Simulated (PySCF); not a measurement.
Carbon: a sound run and one with changed settings

Sound run: C [He] 2s2 2p2, C⁺ [He] 2s2 2p1. All numbers are calculated (PySCF 2.14, scalar relativity by spin-free X2C-1e, in cc-pVDZ-DK). In the sound run the correlated levels freeze 1s2. The sound run starts from symmetry-adapted Hartree-Fock orbitals and uses a fine grid where one is needed.

Changed run: all electrons correlated in a basis built for the valence shell.

| species | method | sound run (hartree) | changed run (hartree) | converged |
| --- | --- | --- | --- | --- |
| C | MP2 | -37.75325 | -37.75459 | yes |
| C | CCSD(T) | -37.77531 | -37.77650 | yes |
| C⁺ | MP2 | -37.34592 | -37.34723 | yes |
| C⁺ | CCSD(T) | -37.37197 | -37.37304 | yes |

Ionisation energy of C:

```tsv
method	sound run (eV)	changed run (eV)
UHF	10.799	10.799
MP2	11.084	11.085
SCS-MP2	10.977	10.977
CCSD	10.968	10.971
CCSD(T)	10.975	10.979
```

A valence basis has no tight correlating functions, so it recovers only part of the core correlation, and not evenly between atom and ion.

For comparison, NIST gives 11.260 eV between the lowest levels.
